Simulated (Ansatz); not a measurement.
`C=C/C=C\F` + H–F → `C=CF` + `C=CF`  (substitution at a C–C bond)

Calculated with Ansatz (gas phase, PBE0-D4/def2-TZVP geometries, no zero-point term in ΔE). CCSD(T)/CBS is the MP2 limit (def2-TZVPP, def2-QZVPP) plus CCSD(T) − MP2 in def2-TZVPP, frozen cores. This one scheme is used for every species. Functionals use def2-TZVPP. Each species was taken in one conformer, which may not be the lowest.

`C=C/C=C\F`:

Z-matrix (Å, degrees):
```
C
C 1 1.332
H 1 1.083 2 121.4
H 1 1.085 2 121.5 3 -180.0
C 2 1.446 1 123.7 3 -180.0
H 2 1.086 1 119.6 3 -0.0
C 5 1.328 2 125.1 1 180.0
H 5 1.085 2 118.6 1 -0.0
F 7 1.337 5 122.3 2 0.0
H 7 1.083 5 125.4 2 180.0
```

H–F:

Cartesian coordinates in Å:
```
F 0.316 0.332 0.041
H -0.316 -0.332 -0.041
```

`C=CF`:

Z-matrix (Å, degrees):
```
C
C 1 1.316
H 1 1.081 2 119.2
H 1 1.082 2 121.6 3 -180.0
F 2 1.336 1 122.3 3 180.0
H 2 1.084 1 125.7 3 0.0
```

`C=CF`:

Z-matrix (Å, degrees):
```
C
C 1 1.316
H 1 1.081 2 119.2
H 1 1.082 2 121.6 3 -180.0
F 2 1.336 1 122.3 3 180.0
H 2 1.084 1 125.7 3 0.0
```

Q: Is it downhill or uphill in electronic energy at CCSD(T)/CBS, and by how much? (Best estimate.)

A: Computed: Uphill: ΔE = +16.6 kcal/mol.

Q: What do these levels give: PBE-D4, r2SCAN-D4, ωB97X-V, ωB97M-V, PBE, HF/def2-TZVPP, SCS-MP2/def2-TZVPP, CCSD/def2-TZVPP, HF/def2-QZVPP, MP2/def2-QZVPP, SCS-MP2/def2-QZVPP, HF/CBS(def2)? (Best estimate.)

A: The calculation gave: PBE-D4 14.5, r2SCAN-D4 14.2, ωB97X-V 12.2, ωB97M-V 12.7, PBE 13.4, HF/def2-TZVPP 10.6, SCS-MP2/def2-TZVPP 16.1, CCSD/def2-TZVPP 14.8, HF/def2-QZVPP 10.6, MP2/def2-QZVPP 19.0, SCS-MP2/def2-QZVPP 16.7, HF/CBS(def2) 10.6 kcal/mol.

Largest T1 diagnostic among the species: 0.012.

From PBE to PBE0 (25 % exact exchange), in def2-TZVPP and without D4, ΔE moves by +0.8 kcal/mol. The D4 term adds +1.8 kcal/mol with B3LYP and +1.0 kcal/mol with PBE0; it sums over pairs of atoms, weighted by their polarisabilities, and B3LYP, whose exchange is more repulsive, gets the larger term.

B3LYP here is the variant with VWN-RPA as its local correlation; programs differ in this.
